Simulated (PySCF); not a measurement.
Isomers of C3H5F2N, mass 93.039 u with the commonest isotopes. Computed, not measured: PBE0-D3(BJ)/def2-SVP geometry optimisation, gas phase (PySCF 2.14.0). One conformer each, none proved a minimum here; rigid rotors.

**Question.** Order these by dipole moment, smallest first.
A. `[F:1][CH:2]([F:3])[C@@H:4]1[CH2:5][NH:6]1` with F1–C2–C4–C5 -88°
B. `[CH3:1]/[N:2]=[CH:3]/[CH:4]([F:5])[F:6]` with N2–C3–C4–F5 -121°
C. `[H]/[N:1]=[CH:2]\[CH2:3][CH:4]([F:5])[F:6]` with N1–C2–C3–C4 126°, C2–C3–C4–F5 61°

**Answer.** C (1.58 D), B (2.21 D), A (2.62 D).

**Question.** Order these by out-of-plane moment Σ m c² = (Ia + Ib − Ic)/2, largest first.
A. `[H]/[N:1]=[CH:2]\[CH2:3][CH:4]([F:5])[F:6]` with N1–C2–C3–C4 126°, C2–C3–C4–F5 61°
B. `[CH3:1]/[N:2]=[CH:3]/[CH:4]([F:5])[F:6]` with N2–C3–C4–F5 -121°
C. `[F:1][CH:2]([F:3])[C@@H:4]1[CH2:5][NH:6]1` with F1–C2–C4–C5 -88°

**Answer.** B (11.42 u·Å²), C (10.15 u·Å²), A (9.24 u·Å²).

**Question.** Order these by rotational constant C, largest first.
A. `[H]/[N:1]=[CH:2]\[CH2:3][CH:4]([F:5])[F:6]` with N1–C2–C3–C4 126°, C2–C3–C4–F5 61°
B. `[F:1][CH:2]([F:3])[C@@H:4]1[CH2:5][NH:6]1` with F1–C2–C4–C5 -88°
C. `[CH3:1]/[N:2]=[CH:3]/[CH:4]([F:5])[F:6]` with N2–C3–C4–F5 -121°

**Answer.** B (2086 MHz), A (1680 MHz), C (1631 MHz).

| SMILES | point group | Ia (u·Å²) | Ib (u·Å²) | Ic (u·Å²) | κ | μa (D) | μb (D) | μc (D) |
| --- | --- | --- | --- | --- | --- | --- | --- | --- |
| FC(F)[C@@H]1CN1 | C1 | 73.21 | 189.38 | 242.29 | -0.76 | 2.39 | 0.67 | 0.86 |
| C/N=C/C(F)F | Cs | 58.12 | 274.55 | 309.84 | -0.94 | 2.14 | 0.00 | 0.53 |
| [H]/N=C\CC(F)F | C1 | 61.02 | 258.31 | 300.85 | -0.92 | 0.28 | 1.55 | 0.10 |
